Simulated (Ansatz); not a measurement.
Wavefunction ladder for `OC(=S)S`

Z-matrix (Å, degrees):
```
C
S 1 1.627
S 1 1.734 2 122.2
O 1 1.332 2 124.6 3 180.0
H 3 1.346 1 96.7 2 -180.0
H 4 0.970 1 106.4 2 0.0
```

The species carries charge 0 and has multiplicity 1. The geometry is a stationary point of PBE0-D4/def2-TZVP. It is one conformer, not always the lowest. Frozen core, restricted reference, Ansatz 0.2.0. CBS rows extrapolate triple and quadruple zeta; past MP2 they add the triple-zeta difference.

```csv
basis,HF (Eh),MP2 corr.,CCSD corr.,(T),CCSD(T) total
def2-SVP,?,?,-0.60701,-0.02191,?
def2-TZVPP,-909.01701,?,-0.77087,?,?
def2-QZVPP,-909.04457,-0.80353,–,–,–
CBS(def2),-909.04836,-0.84861,-0.87683,as TZ,-909.96425
```

Fill in the withheld values. (An estimate is asked.)

Computed: def2-SVP HF (Eh): -908.59936; def2-SVP MP2 corr.: -0.57636; def2-SVP CCSD(T) total: -909.22828; def2-TZVPP MP2 corr.: -0.74265; def2-TZVPP (T): -0.03906; def2-TZVPP CCSD(T) total: -909.82694.
